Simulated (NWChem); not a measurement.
hydrogen fluoride (HF); SMILES F

```xyz
2

F      0.0000     0.0000     0.0932
H      0.0000     0.0000    -0.8391
```
Atoms are numbered in this order, from 1.

Coordinates come from a PBE-D3(BJ)/def2-SVP optimisation.

Task: Give the principal values of the shielding tensors (ppm) of F1 from PBE/pcSseg-1, GIAO (NWChem), with their diamagnetic and paramagnetic parts as GIAO splits them.

Result: 
```csv
atom,σ11,σ22,σ33,isotropic,diamagnetic,paramagnetic
F1,362.8,362.8,482.1,402.5,464.6,-62.1
```
